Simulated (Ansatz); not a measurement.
Input file:

```yaml
crystal:
  periodic: [false, false, false]
  atoms:
    - {symbol: Ga, position_ang: [0.000000, 0.000000, 1.246988]}
    - {symbol: As, position_ang: [0.000000, 0.000000, -1.178426]}
    - {symbol: H, position_ang: [0.000000, 1.376346, 1.995376]}
    - {symbol: H, position_ang: [0.000000, -1.376346, 1.995376]}
    - {symbol: H, position_ang: [0.000000, 1.673600, -1.327783]}
    - {symbol: H, position_ang: [0.000000, -1.673600, -1.327783]}
basis:
  gaussian: {orbitals: STO-3G, fitting: {mean_field: def2-universal-jkfit}}
total_charge: 1
magnetization: {spin_polarized: false, initial_magnetization: 3}
correlation: {method: fic_mrcisd_q_relaxed, electrons: outside_noble_gas, active_space: {window: {electrons: 11, orbitals: 7}, states: [{multiplicity: 4, weights: [0.5, 0.5, 0.5]}], root: 0}}
scf: {lower_state_search: off}
```

```sh
$ ansatz run in.yaml --threads 1 --pin off --events-out ev --progress --plain --max-ram 2393MiB
```

Output:

```
these checks for a lower state are left out or cut short: stability, starts, cluster_reference, orbital_swaps, neighbouring_geometries, increment
604 factors; integrals over basis functions are off by at most 1.7e-2 eV
mean field evaluation 1: about -111891.0994 eV, gradient 4.0e1 eV
mean field evaluation 2: about -111876.6258 eV, gradient 3.5e1 eV
mean field evaluation 4: about -111896.1766 eV, gradient 7.2e0 eV
mean field evaluation 8: about -111896.0400 eV, gradient 9.1e0 eV
mean field evaluation 16: about -111899.0582 eV, gradient 1.3e-6 eV
mean field -111899.05820464 eV, -4112.2145411148 hartree, gradient 1.3e-6 eV, S^2 3.750000; 0 other end points of the search recorded, 0 dependent functions left out
reference -111899.05820464 eV, -4112.2145411148 hartree; 35, 32 occupied and 5, 8 virtual orbitals, 604 factors
state -111898.93234811 eV, -4112.2099159725 hartree
state -111895.55882653 eV, -4112.0859413410 hartree
state -111894.95648010 eV, -4112.0638055180 hartree
contracted CI cycle   1: correlation 0.00000000 eV, 0.0000000000 hartree, residual 9.16e0 eV
contracted CI cycle   2: correlation -2.67277251 eV, -0.0982225782 hartree, residual 2.50e0 eV
contracted CI cycle   3: correlation -2.85569462 eV, -0.1049448417 hartree, residual 5.88e-1 eV
contracted CI cycle   4: correlation -2.86875696 eV, -0.1054248739 hartree, residual 2.01e-1 eV
contracted CI cycle   5: correlation -2.87040977 eV, -0.1054856133 hartree, residual 9.17e-2 eV
...
state -111898.93234811 eV, -4112.2099159725 hartree; corrected -111902.11991767 eV, -4112.3270569934 hartree
...
state -111895.55882653 eV, -4112.0859413410 hartree; corrected -111900.30439941 eV, -4112.2603379279 hartree
...
contracted CI cycle   2: correlation -2.96270974 eV, -0.1088775748 hartree, residual 2.16e0 eV
contracted CI cycle   3: correlation -3.17939991 eV, -0.1168407918 hartree, residual 9.55e-1 eV
contracted CI cycle   4: correlation -3.22420318 eV, -0.1184872815 hartree, residual 5.29e-1 eV
contracted CI cycle   5: correlation -3.23651531 eV, -0.1189397437 hartree, residual 2.73e-1 eV
contracted CI cycle   6: correlation -3.23935239 eV, -0.1190440045 hartree, residual 9.37e-2 eV
contracted CI cycle   7: correlation -3.23970613 eV, -0.1190570044 hartree, residual 3.84e-2 eV
contracted CI cycle   8: correlation -3.23976233 eV, -0.1190590698 hartree, residual 1.29e-2 eV
contracted CI cycle   9: correlation -3.23976835 eV, -0.1190592910 hartree, residual 3.68e-3 eV
contracted CI cycle  10: correlation -3.23976888 eV, -0.1190593103 hartree, residual 1.20e-3 eV
contracted CI cycle  11: correlation -3.23976893 eV, -0.1190593122 hartree, residual 4.13e-4 eV
state -111894.95648010 eV, -4112.0638055180 hartree; corrected -111898.74355291 eV, -4112.2029778770 hartree
WARN: 1 active orbitals are nearly empty or full. The corrections depend on them more than the energy does, and are more stable in an active space without them
Total energy: -111902.11991767 eV, -4112.3270569934 hartree
Checks for a lower state left out: stability, starts, cluster_reference, orbital_swaps, neighbouring_geometries, increment
```

Natural occupations, averaged over the states: 1.9999 1.9988 1.6667 1.6667 1.6661 1.0018 1.0001.

Ran on 1 thread of Intel Xeon Platinum 8259CL, shared host: 16 s wall, 0.23 GiB peak host memory.
